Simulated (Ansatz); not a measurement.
**B2Si (quintet): wave-function methods side by side, cc-pVDZ**

An exercise on one series of results from a longer session: the logs are not shown, and one member is left open.

Method: cc-pVDZ, core rule «outside noble gas», up to 7 orbitals frozen; program: Ansatz 0.2.0, Gaussian basis.

To be run: UHF; CCSD(T) on ROHF; CCSD(T) on UHF; BCCD(T) on ROHF; CISD as a restricted active space (open shells left free, so some higher excitations enter); CCSDT(Q) on ROHF; CCSDT(Q) on UHF; CASSCF and MRCISD+Q, 10 electrons in 11 orbitals; CASSCF and NEVPT2, 10 electrons in 11 orbitals.

23 further runs of the same task are left out: 12 that didn't finish, 11 set aside as unsound or not needed. Runs told in other sessions of the task aren't counted.

## What is computed

The geometry is a PBE0/def2-TZVP stationary point (not a proven minimum) of the parent state, kept for this charge and spin.

3 atoms, charge 0, spin multiplicity 5.

Atoms are counted from 1 here; the program's logs count them from 0.

Bond lengths: B1–B2 1.543 Å, B2–Si3 1.871 Å. Angles: B1–B2–Si3 180.0°.

Coordinates:

```
B     0.0000    0.0000   -1.6525
B     0.0000    0.0000   -0.1095
Si    0.0000    0.0000    1.7619
```

Set-up of the first run:

Contents of in.yaml:

```yaml
crystal:
  periodic: [false, false, false]
  atoms:
    - {symbol: B, position_ang: [0.000000, 0.000000, -1.652467]}
    - {symbol: B, position_ang: [0.000000, 0.000000, -0.109467]}
    - {symbol: Si, position_ang: [0.000000, 0.000000, 1.761933]}
basis:
  gaussian: {orbitals: cc-pVDZ}
magnetization: {spin_polarized: true, initial_magnetization: 4}
hamiltonian: {xc: hf}
output: {orbitals: {seedname: orbitals}}
```

Started as:

```console
> ansatz run in.yaml --threads 1 --pin off --events-out ev --progress --plain --max-ram 2393MiB
```

Among the steps run: UHF; CCSD(T) on ROHF; CCSD(T) on UHF; BCCD(T) on ROHF; CISD as a restricted active space (open shells left free, so some higher excitations enter); CCSDT(Q) on ROHF; CCSDT(Q) on UHF; CASSCF and MRCISD+Q, 10 electrons in 11 orbitals; CASSCF and NEVPT2, 10 electrons in 11 orbitals.

One table of the session follows, with a row left open; its other results are not shown here.

| method | from UCCSDT(Q) (kcal/mol) |
| --- | --- |
| ROHF | +127.97 |
| UHF | +124.96 |
| RMP2 | +31.56 |
| UMP2 | +32.15 |
| CISD | ? |
| RCCSD | +6.76 |
| UCCSD | +6.66 |
| RCCSD(T) | +1.76 |
| UCCSD(T) | +1.76 |
| BCCD(T) | +1.73 |
| RCCSDT | +0.41 |
| UCCSDT | +0.39 |
| RCCSDT(Q) | +0.03 |
| UCCSDT(Q) | 0 |
| CASSCF frontier | +88.01 |
| NEVPT2 frontier | +20.99 |
| MRCISD frontier | +7.26 |
| MRCISD+Q frontier | +0.65 |

**Question.** Estimate the row for CISD.

**Answer.** from UCCSDT(Q) (kcal/mol): +15.68. In the column «from UCCSDT(Q) (kcal/mol)» it lies between MRCISD frontier (+7.26) and NEVPT2 frontier (+20.99).

Caveats from the session: Restricted and unrestricted rows rest on different reference determinants; a gap between their highest levels can come from leftover correlation error, from unlike frozen cores or from another state.
